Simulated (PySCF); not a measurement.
# Core-level binding energies of methylketene

Species: methylketene, C3H4O.
Bonds: C1–C2, C2–C3 (double), C3–O4 (double). Hydrogens: H5, H6, H7 on C1; H8 on C2.

Theory: PySCF, delta-SCF UKS SCAN, pcX-2 on the ionised atom, pcseg-1 elsewhere, spin-free X2C. These are vertical core ionisation energies against the vacuum level, from separate self-consistent calculations with and without the core hole.

Task: What binding energy does each computed site have?

Result: 
```csv
atom(s),environment,level,binding energy (eV),above the level's lowest (eV),count
C2,outer carbon of cumulated double bonds,C 1s,290.93,0.00,1
C1,methyl carbon,C 1s,291.44,+0.51,1
C3,central carbon of a ketene,C 1s,293.99,+3.06,1
O4,oxygen bonded to C,O 1s,539.64,0.00,1
```

Lowest listed C 1s: C2, bonded to C (double bond), C and H. Highest, 3.06 eV above it: C3, bonded to O (double bond) and C (double bond). Summing the Pauling electronegativity differences to the bonded atoms, each weighted by its formal bond order, gives -0.35 for the lowest site and +1.78 for the highest; no listed site has a larger sum than the highest. The smallest sum, -1.05, belongs to C1, 0.51 eV above the lowest.

Task: Which photon energy gives electrons from C 1s of C1 a kinetic energy of 20 eV, and what is their de Broglie wavelength?

Result: hν = 291.44 + 20 = 311.44 eV, recoil neglected; λ = 12.264 Å/√(E/eV) = 2.74 Å.

Spin contamination (⟨S²⟩ against 0.75 for a pure doublet) is marked for C 1s of C3 (0.85), which makes this value less certain. Geometry: PBE0-D3(BJ)/def2-SVP; no solvent, vibrations or thermal averaging.
